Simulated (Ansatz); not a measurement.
Relaxed structures of CH4BO (charge -1), singlet (PBE0-D4/def2-TZVPD; forces vanish, vibrations not checked; lower isomers may exist, and structures with a doubtful reference or unclear bonds are left out; Å). Computed with Ansatz 0.2.0 (basis: def2-TZVPPD); correlated methods freeze the cores.

(1) Rank them by CCSD(T) energy, lowest first, and give each one's height above the lowest. Links in brackets join atoms within 1.22 times the sum of their covalent radii (1.1 for two metals). (An estimate is asked for; the value comes from the calculation.)
A.
CH₄BO ([BH2][CH][OH]), total charge -1
```
7
angstrom
C 0.2915 0.2767 0.4611
B -0.7631 0.2349 -0.5217
O 1.2883 -0.7237 0.6471
H -0.8533 -0.7227 -1.2868
H -1.5789 1.1320 -0.6183
H 0.4737 1.0672 1.1899
H 1.0739 -1.3838 -0.0179
```
B.
CH₄BO ([CH2][BH][OH]), total charge -1
```
7
angstrom
C -0.7662 0.2366 -0.5233
B 0.3011 0.2788 0.4712
O 1.3028 -0.7365 0.6511
H -0.9072 -0.5842 -1.2366
H -1.5083 1.0284 -0.6285
H 0.4525 1.1981 1.2643
H 1.1252 -1.4211 0.0017
```
C.
CH₄BO ([BH][OH][CH2]), total charge -1
```
7
angstrom
C -1.0851 0.4275 -0.3626
B 1.4037 -0.5886 0.5361
O 0.1709 0.1660 0.5750
H -1.3794 -0.6148 -0.5701
H -0.5654 0.7535 -1.2790
H 0.0436 0.6600 1.3812
H 1.3452 -1.1295 -0.5734
```

T1 diagnostic: at most 0.017. The restricted Hartree–Fock reference is unstable towards an unrestricted one at one or more of these structures.

Answers

(1) Computed: B (0.000 eV), A (1.598 eV), C (5.427 eV). Heights count from the lowest.

For scale, one of the runs: CCSD(T)/def2-TZVPPD, 182 basis functions, launched by `ansatz run in.yaml --threads 2 --pin off --events-out ev --progress --plain --max-ram 4352MiB`. Time: 35 s of wall clock on 2 CPU threads of an Arm Neoverse V2; the host was shared. Peak host memory: 1.9 GiB.
